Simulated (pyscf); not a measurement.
Thermochemistry of product channels of H₂N–SiH₂–Cl + SiH₄ on the singlet surface, in kJ/mol, from ωB97M-D3(BJ)/def2-TZVP energies (ideal gas, 1 atm, RRHO with modes under 100 cm⁻¹ raised to 100, one conformer, R ln 2 for chiral ones without a mode under 150 cm⁻¹). PySCF, gas phase, ωB97X-D3(BJ)/def2-SVP geometries.

| products | ΔE | ΔH(298 K) | ΔG(900 K) | ΔG(1200 K) |
|---|---|---|---|---|
| H₂N–SiH₃ + H₃Si–Cl | [?] | +25.0 | +11.0 | +6.5 |
| H₃Si–NH–SiH₂–Cl + H₂ | -28.6 | -38.7 | -23.0 | -21.1 |

Q: Complete the blanks.

A: 
- H₂N–SiH₃ + H₃Si–Cl, ΔE: +24.6

These are energies of the channels, which say nothing of barriers.
